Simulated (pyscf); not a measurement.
PySCF, gas phase, ωB97X-D3(BJ)/def2-SVP geometries.

Problem. PBE/def2-TZVP puts the barrier of HO–Nb(Cl)(Cl)(Cl)–Cl -> O=Nb(Cl)(Cl)–Cl + hydrogen chloride (HCl) (elimination; singlet surface; H–O, Cl–Nb broken, Cl–H formed) at 0.59 eV and the reaction energy at +0.22 eV, from the reactant's lowest minimum found. What do B3LYP-D3(BJ)/def2-TZVP, M06-2X/def2-TZVP, ωB97M-D3(BJ)/def2-TZVP give on the same structures?

Solution. B3LYP-D3(BJ): ΔE‡ = 0.77 eV, ΔE = +0.32 eV; M06-2X: ΔE‡ = 0.76 eV, ΔE = +0.26 eV; ωB97M-D3(BJ): ΔE‡ = 0.75 eV, ΔE = +0.16 eV. PBE's barrier lies under all of them, by 0.17 to 0.18 eV. Its reaction energy lies among theirs. This is the saddle that the search found; another between the same sides may lie lower. Elements past Kr carry the def2 core potentials, without spin-orbit coupling.
